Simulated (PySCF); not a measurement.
Gas-phase reaction: 2 HSiNH₂ + 2 N + 3 H₂ ⇌ 2 SiH₂(NH₂)₂

Method: PySCF energies plus ideal-gas RRHO corrections (1 bar). † marks an energy on the PBE0/def2-TZVP geometry and frequencies; other levels use their own. MP2 freezes the core. 6-31G* has spherical d functions here. Open shells (unrestricted): N (multiplicity 4); the rest are closed-shell singlets. B3LYP is the form with VWN-RPA correlation. HSiNH₂, SiH₂(NH₂)₂: computed as isolated molecules; such fragments, hydroxides, amides, oligomers or adducts are transient or little studied in the gas. MP2 isn't extrapolated to the basis-set limit.

PBE/def2-SVP gives ΔH°(298 K) = -1493 kJ.

Problem. What do PBE/def2-TZVP†, B3LYP/6-31G*, MP2/def2-SVP† give?

Solution. PBE/def2-TZVP†: -1506 kJ; B3LYP/6-31G*: -1355 kJ; MP2/def2-SVP†: -1366 kJ. For scale, ΔH°(298 K) is -1493 kJ at this level, -1470 kJ at ωB97M-V/def2-TZVP†, and runs from -2267 to -894 kJ over the 20 levels computed († marks an energy on the PBE0/def2-TZVP geometry).
